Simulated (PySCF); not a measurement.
# MP2/STO-6G run of SiO2 (silicon dioxide molecule)

What is the vertical ionisation energy of SiO2 (silicon dioxide molecule) at MP2/STO-6G? 

The results are computed with PySCF 2.14.0.

8 further runs of the same task are left out: 1 that didn't finish, 7 set aside as unsound or not needed.

## Step 1: Starting point

SiO2 has 3 atoms, charge 0, and is taken as a singlet. As SMILES, `O=[Si]=O`. Geometry: relaxed at GFN2-xTB.

Bond lengths: O1–Si2 1.491 Å, Si2–O3 1.491 Å. Angles: O1–Si2–O3 179.9°.

## Step 2: A single-point energy at MP2/STO-6G

The input, start.xyz:

```xyz
3
O2Si
O      0.691230     1.217290     0.513740
Si    -0.000730     0.000440    -0.000160
O     -0.690510    -1.217740    -0.513580
```

The input, job.py:

```python
from pyscf import gto, mp

molecule = gto.M(
    atom='start.xyz',
    basis='sto-6g',
    charge=0,
    verbose=4,
    max_memory=1860,
    spin=0,
)

mf = molecule.RHF()
mf.conv_tol = 1e-10
mf.kernel()
if not mf.converged:
    mf = mf.newton().run(mf.mo_coeff, mf.mo_occ)

pt = mp.MP2(mf, frozen=7).run()
etot = pt.e_tot
print('E(%s) = %.9f' % ('MP2', etot))
```

On the command line:

```sh
OMP_NUM_THREADS=1 python job.py
```

Output:

```text
PySCF version 2.14.0

[INPUT] num. atoms = 3
[INPUT] num. electrons = 30
[INPUT] charge = 0
[INPUT] spin (= nelec alpha-beta = 2S) = 0
[INPUT] symmetry False subgroup None
[INPUT] Mole.unit = angstrom
[INPUT] Symbol           X                Y                Z      unit          X                Y                Z       unit  Magmom
[INPUT]  1 O      0.691230000000   1.217290000000   0.513740000000 AA    1.306235389083   2.300344714172   0.970827899234 Bohr   0.0
[INPUT]  2 Si    -0.000730000000   0.000440000000  -0.000160000000 AA   -0.001379500071   0.000831479495  -0.000302356180 Bohr   0.0
[INPUT]  3 O     -0.690510000000  -1.217740000000  -0.513580000000 AA   -1.304874786273  -2.301195090928  -0.970525543054 Bohr   0.0

nuclear repulsion = 90.84965725506
number of shells = 11
number of NR pGTOs = 114
number of NR cGTOs = 19
basis = sto-6g
ecp = {}

******** <class 'pyscf.scf.hf.RHF'> ********
method = RHF
initial guess = minao
damping factor = 0
level_shift factor = 0
DIIS = <class 'pyscf.scf.diis.CDIIS'>
diis_start_cycle = 1
diis_space = 8
diis_damp = 0
SCF conv_tol = 1e-10
SCF conv_tol_grad = None
SCF max_cycles = 50
direct_scf = True
direct_scf_tol = 1e-13
Set gradient conv threshold to 1e-05
Initial guess from minao.
init E= -436.992563332368
  HOMO = -0.452270187059644  LUMO = -0.0114319009426644  gap/eV = 11.99582
cycle= 1 E= -436.591512598316  delta_E= 0.401  |g|= 0.773  |ddm|= 2.77
  HOMO = -0.150170325065941  LUMO = 0.277660441846047  gap/eV = 11.64187
cycle= 2 E= -436.748418666497  delta_E= -0.157  |g|= 0.515  |ddm|= 1.91
  HOMO = -0.28735573598772  LUMO = 0.283643346837183  gap/eV = 15.53768
cycle= 3 E= -436.840588073373  delta_E= -0.0922  |g|= 0.0182  |ddm|= 0.692
  HOMO = -0.293107363488193  LUMO = 0.293549287529305  gap/eV = 15.96374
cycle= 4 E= -436.840802874808  delta_E= -0.000215  |g|= 0.00502  |ddm|= 0.0532
  HOMO = -0.292015986183115  LUMO = 0.29339808571835  gap/eV = 15.92993
cycle= 5 E= -436.840823864015  delta_E= -2.1e-05  |g|= 0.00202  |ddm|= 0.0143
  HOMO = -0.292138399591618  LUMO = 0.293540939061174  gap/eV = 15.93715
cycle= 6 E= -436.840828486819  delta_E= -4.62e-06  |g|= 0.000327  |ddm|= 0.0101
  HOMO = -0.292166051004894  LUMO = 0.293533665576257  gap/eV = 15.93770
cycle= 7 E= -436.840828519394  delta_E= -3.26e-08  |g|= 0.000176  |ddm|= 0.000691
  HOMO = -0.292182616040231  LUMO = 0.293528131710531  gap/eV = 15.93800
cycle= 8 E= -436.840828530495  delta_E= -1.11e-08  |g|= 1.11e-05  |ddm|= 0.000263
  HOMO = -0.292184218690905  LUMO = 0.293529634844425  gap/eV = 15.93809
cycle= 9 E= -436.840828530535  delta_E= -4e-11  |g|= 1e-06  |ddm|= 1.71e-05
  HOMO = -0.292184278452048  LUMO = 0.293529669976207  gap/eV = 15.93809
Extra cycle  E= -436.840828530536  delta_E= -1.36e-12  |g|= 6.7e-07  |ddm|= 2.89e-06
converged SCF energy = -436.840828530536

******** <class 'pyscf.mp.mp2.RMP2'> ********
nocc = 8, nmo = 12
frozen orbitals 7
E(RMP2) = -437.043922521991  E_corr = -0.203093991454407
E(SCS-RMP2) = -437.033832885496  E_corr = -0.19300435495964
E_corr(same-spin) = -0.0585097324449794
E_corr(oppo-spin) = -0.144584259009428
E(MP2) = -437.043922522
```

It took 0.97 s on 1 thread of Arm Neoverse V1, shared host; peak memory 0.11 GiB.

## Step 3: The doublet cation, same level

Edit start.xyz of step 2 so:

```diff
@@ -1,3 +1,3 @@
 3
-O2Si
+
 O      0.691230     1.217290     0.513740
```

The input, calc.py:

```python
from pyscf import gto, mp

mol = gto.Mole()
mol.atom = 'start.xyz'
mol.max_memory = 1860
mol.verbose = 4
mol.basis = 'sto-6g'
mol.spin = 1
mol.charge = 1
mol.build()

mf = mol.UHF()
mf.conv_tol = 1e-10
mf.kernel()
if not mf.converged:
    mf = mf.newton().run(mf.mo_coeff, mf.mo_occ)

pt = mp.MP2(mf, frozen=7).run()
etot = pt.e_tot
print('Final energy', etot)
```

On the command line:

```sh
OMP_NUM_THREADS=1 python calc.py
```

Output:

```text
PySCF version 2.14.0

[INPUT] num. atoms = 3
[INPUT] num. electrons = 29
[INPUT] charge = 1
[INPUT] spin (= nelec alpha-beta = 2S) = 1
[INPUT] symmetry False subgroup None
[INPUT] Mole.unit = angstrom
[INPUT] Symbol           X                Y                Z      unit          X                Y                Z       unit  Magmom
[INPUT]  1 O      0.691230000000   1.217290000000   0.513740000000 AA    1.306235389083   2.300344714172   0.970827899234 Bohr   0.0
[INPUT]  2 Si    -0.000730000000   0.000440000000  -0.000160000000 AA   -0.001379500071   0.000831479495  -0.000302356180 Bohr   0.0
[INPUT]  3 O     -0.690510000000  -1.217740000000  -0.513580000000 AA   -1.304874786273  -2.301195090928  -0.970525543054 Bohr   0.0

nuclear repulsion = 90.84965725506
number of shells = 11
number of NR pGTOs = 114
number of NR cGTOs = 19
basis = sto-6g
ecp = {}

[... 19 lines left out ...]
WARN: beta  nocc = 14  HOMO -0.452270191972776 >= LUMO -0.452270187059644
[... 62 lines left out ...]
converged SCF energy = -436.652924357585  <S^2> = 1.2087367  2S+1 = 2.4155634
[... 1 line left out ...]
******** <class 'pyscf.mp.ump2.UMP2'> ********
nocc = (np.int64(8), np.int64(7)), nmo = (12, 12)
frozen orbitals 7
E(UMP2) = -436.762471276547  E_corr = -0.109546918961954
E(SCS-UMP2) = -436.756499509017  E_corr = -0.103575151431473
E_corr(same-spin) = -0.0321705592186974
E_corr(oppo-spin) = -0.0773763597432564
Final energy -436.76247127654705
```

Run time: 1 s. Hardware: 1 thread of Arm Neoverse V1, shared host; peak memory 0.11 GiB.

## Step 4: Results

Level: MP2/STO-6G, 7 core orbitals frozen.

| quantity | value |
| --- | --- |
| singlet SiO2: total energy | -437.04392 Eh |
| singlet SiO2: dipole moment (Hartree–Fock density) | 0.01 D |
| singlet SiO2: HOMO energy (Hartree–Fock orbitals) | -7.95 eV |
| singlet SiO2: LUMO energy (Hartree–Fock orbitals) | 7.99 eV |
| singlet SiO2: HOMO–LUMO gap (Hartree–Fock orbitals) | 15.94 eV |
| singlet SiO2: correlation energy (7 core orbitals frozen) | -203.1 mEh |
| doublet cation: total energy | -436.76247 Eh |
| doublet cation: HOMO energy (Hartree–Fock orbitals) (highest over α and β) | -17.48 eV |
| doublet cation: LUMO energy (Hartree–Fock orbitals) (lowest over α and β) | -2.77 eV |
| doublet cation: correlation energy (7 core orbitals frozen) | -109.5 mEh |
| doublet cation: ⟨S²⟩ of the reference determinant | 1.209 |
| vertical ionisation energy (to the doublet cation) | 7.659 eV |

In words: Removing an electron at fixed nuclei costs 7.66 eV (177 kcal/mol). In a minimal basis such a difference can be off by several eV, whatever the method. ⟨S²⟩ (doublet cation) is 1.21 where a pure doublet has 0.75: the reference is spin-contaminated.
